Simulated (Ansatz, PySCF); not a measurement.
Bond stretch in SMILES CN, singlet. The C1–N5 bond (C1 also carries H, H, H; N5 carries H, H) is stretched with both fragments frozen at the PBE0/def2-TZVP optimised geometry. Each curve is given relative to its own lowest point near equilibrium.

```json
[
 {"R / Å": "1.16", "A": "293.9", "B": "272.9", "C": "269.3", "D": "268.7"},
 {"R / Å": "1.23", "A": "152.8", "B": "136.1", "C": "135.8", "D": "136.9"},
 {"R / Å": "1.32", "A": "50.7", "B": "40.0", "C": "41.2", "D": "43.0"},
 {"R / Å": "1.38", "A": "16.8", "B": "10.5", "C": "11.6", "D": "12.9"},
 {"R / Å": "1.41", "A": "7.3", "B": "3.3", "C": "4.0", "D": "4.8"},
 {"R / Å": "1.45", "A": "0.8", "B": "0.0", "C": "0.0", "D": "0.0"},
 {"R / Å": "1.49", "A": "0.0", "B": "2.6", "C": "1.7", "D": "0.6"},
 {"R / Å": "1.54", "A": "5.3", "B": "12.4", "C": "10.0", "D": "7.4"},
 {"R / Å": "1.59", "A": "16.0", "B": "27.7", "C": "23.8", "D": "19.3"},
 {"R / Å": "1.70", "A": "51.3", "B": "74.4", "C": "66.4", "D": "57.0"},
 {"R / Å": "1.78", "A": "82.4", "B": "114.9", "C": "103.6", "D": "90.1"},
 {"R / Å": "1.95", "A": "151.2", "B": "207.4", "C": "188.6", "D": "165.0"},
 {"R / Å": "2.19", "A": "234.4", "B": "334.4", "C": "304.4", "D": "263.9"},
 {"R / Å": "2.40", "A": "283.9", "B": "433.3", "C": "380.2", "D": "335.6"},
 {"R / Å": "2.59", "A": "310.5", "B": "511.3", "C": "402.9", "D": "377.7"},
 {"R / Å": "2.87", "A": "328.9", "B": "607.3", "C": "416.0", "D": "408.1"},
 {"R / Å": "3.18", "A": "336.1", "B": "691.6", "C": "422.7", "D": "422.6"},
 {"R / Å": "3.55", "A": "338.7", "B": "768.8", "C": "428.3", "D": "430.0"},
 {"R / Å": "3.93", "A": "339.7", "B": "827.7", "C": "432.2", "D": "433.4"},
 {"R / Å": "4.34", "A": "340.0", "B": "872.6", "C": "434.1", "D": "434.9"},
 {"R / Å": "5.15", "A": "340.0", "B": "922.7", "C": "434.6", "D": "435.4"}
]
```

Energies in kJ/mol.

Q: Match the curves with the methods CASSCF(2,2)/cc-pVDZ (PySCF 2.14.0); RHF/cc-pVDZ in PySCF; unrestricted M06-2X/cc-pVDZ (PySCF); unrestricted PBE/cc-pVDZ in Ansatz (an electronic-structure program).

A: A is CASSCF(2,2); B is RHF; C is UKS-M06-2X; D is UKS-PBE.

The restricted form behind RHF keeps the bonding electrons paired and can't separate into open-shell fragments. The unrestricted determinant behind UKS-M06-2X, UKS-PBE is spin-contaminated at 2.40 to 5.15 Å (<S²> up to 1.0, against 0.00 for a pure singlet).
